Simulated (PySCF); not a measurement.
Atoms are numbered as in `[O:1]=[P:2]([OH:3])([OH:4])[OH:5]`. Hydrogens are named by the atom that carries them.

PySCF 2.14 calculation with coordinates at the PBE0-D3(BJ)/def2-SVP level and PBE0/pcSseg-1 with gauge-including orbitals; equivalent nuclei averaged, no relativistic terms, isolated molecule, one conformer.

Scale: TMS for $^{1}$H (σ = 31.27 ppm); $^{17}$O (σ = 334.56 ppm) vs H2O; $^{31}$P (σ = 310.13 ppm) vs H3PO4 (reference shieldings calculated alike).

```csv
atoms,nucleus,count,δ (ppm)
O3/O4/O5,$^{17}$O,3,?
O1,$^{17}$O,1,147.9
H(O3)/H(O4)/H(O5),$^{1}$H,3,3.27
P2,$^{31}$P,1,?
```

Estimate the values marked ?.

Answers


- O3/O4/O5: 110.6 ppm, oxygen bonded to P, H
- P2: -2.7 ppm, phosphorus bonded to 4 O

OH/NH shifts are gas-phase values; hydrogen bonding in solution moves them, usually downfield. Experimental scales use liquid or dissolved standards, which lie at an offset from isolated H2O (liquid H2O: subtract about 36 ppm) and H3PO4.
